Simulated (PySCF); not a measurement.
## Electric properties by functional and basis

Compound: C3H6O.
SMILES: `C=CCO`

PySCF, dipoles from the SCF density, polarisabilities from static response with core orbitals frozen. One conformer (not necessarily the lowest) at the PBE0-D3(BJ)/def2-SVP geometry, without solvent, vibrations or thermal averaging.

How do dipole and polarisability depend on functional and basis here?

```tsv
level	μ (D)	α (au)	anisotropy (au)
LDA/def2-SVPD	1.521	46.70	18.58
PBE/def2-SVPD	1.475	46.20	18.59
B3LYP/def2-SVPD	1.581	44.94	17.88
PBE0/def2-SVPD	1.568	44.38	17.65
BHandHLYP/def2-SVPD	1.668	43.44	17.42
CAM-B3LYP/def2-SVPD	1.642	44.25	17.49
wB97X-D/def2-SVPD	1.606	44.25	17.24
LC-wPBE/def2-SVPD	1.651	43.05	17.03
HF/def2-SVPD	1.732	42.40	17.49
PBE0/6-31G*	1.544	34.85	20.63
PBE0/6-31+G*	1.718	41.54	18.83
PBE0/def2-SVP	1.464	36.50	19.58
PBE0/aug-cc-pVDZ	1.492	45.62	17.91
PBE0/def2-TZVP	1.482	42.04	19.11
PBE0/def2-TZVPD	1.494	45.50	17.78
```

The anisotropy is √(½[(α1 − α2)² + (α2 − α3)² + (α3 − α1)²]). The dipole runs from 1.46 D (PBE0/def2-SVP) to 1.73 D (HF/def2-SVPD). No reference polarisability is at hand; against PBE0 in the largest diffuse basis at hand (def2-TZVPD) the other PBE0 rows deviate by 6-31G* -23%, 6-31+G* -9%, def2-SVP -20%, def2-SVPD -2%, aug-cc-pVDZ 0%, def2-TZVP -8%. In one basis (def2-SVPD) the functionals order the polarisability from HF (lowest) to LDA (highest), a spread of 10%. With PBE0 the polarisability is 37.80 au without diffuse functions (mean of 6-31G*, def2-SVP and def2-TZVP) and 44.26 au with them (mean of 6-31+G*, def2-SVPD, aug-cc-pVDZ and def2-TZVPD).
